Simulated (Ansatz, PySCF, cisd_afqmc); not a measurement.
System: C3H6, charge 0, singlet. C3H6 (SMILES C1CC1).
B3LYP-D3(BJ)/def2-TZVP minimum from Ansatz (an electronic-structure program):
```
C
H 1 1.0816
H 1 1.0816 2 114.23
C 1 1.5034 2 118.05 3 -145.49
H 4 1.0816 1 118.05 2 0.00
H 4 1.0816 5 114.23 1 -145.49
C 1 1.5034 2 118.05 3 145.49
H 7 1.0816 1 118.05 2 -144.17
H 7 1.0816 8 114.23 1 -145.49
```
Charge 0, spin multiplicity 1.

Wanted: enthalpy of formation at 298 K (by atomisation, with rigid-rotor harmonic-oscillator terms from PySCF's Hessian at B3LYP-D3(BJ)/def2-TZVP and the atoms' measured values of the G2/97 table; no spin-orbit terms), in kcal/mol. UHF or UKS for unpaired electrons; spin-orbit terms are left out. Correlated methods leave the cores frozen. Rows without X2C or -DK are non-relativistic. AFQMC/CISD: phaseless, guided by CISD from CCSD amplitudes; bars are statistical, one sigma. Outlying blocks are dropped, and bars are widened where a walk drifts. Over all cases where full CI ran beside it in this data, AFQMC minus full CI had a median of +0.1 mEh and passed +0.4 mEh in a tenth of the cases. CBS(X,Y): correlation extrapolated as X^-3, Hartree-Fock from the larger set. A bracket is a step between two methods taken in the basis named. Functionals run without relativity, which enters their misses. 'core' is core correlation in cc-pwCVTZ, 'X2C' scalar relativity in cc-pVTZ-DK, both at CCSD(T). For partners of very few electrons the exact lower level stands in for a higher one.

```
level                                                                                   program  enthalpy of formation at 298 K (kcal/mol)  difference against the last row
--------------------------------------------------------------------------  -------------------  -----------------------------------------  -------------------------------
HF/cc-pVQZ                                                                               Ansatz                                      220.8                            208.8
B3LYP/def2-TZVPD                                                                         Ansatz                                       18.0                              6.0
MP2/cc-pVDZ                                                                              Ansatz                                       63.4                             51.4
CCSD/CBS(cc-pVTZ,cc-pVQZ)                                                                Ansatz                                       26.4                             14.4
CCSDT(Q)/cc-pVDZ                                                                         Ansatz                                       71.7                             59.7
AFQMC/CISD/cc-pVDZ                                                                   cisd_afqmc                                 71.4 ± 0.3                             59.4
AFQMC/CISD/cc-pVTZ                                                                   cisd_afqmc                                 32.8 ± 0.2                             20.8
CCSD(T)/CBS(cc-pVTZ,cc-pVQZ) + [AFQMC/CISD - CCSD(T)]/cc-pVTZ + core + X2C  Ansatz + cisd_afqmc                                 12.6 ± 0.2                              0.6
CCSD(T)/CBS(cc-pVTZ,cc-pVQZ) + [CCSDT(Q) - CCSD(T)]/cc-pVDZ + core + X2C                 Ansatz                                       12.0                              0.0
```
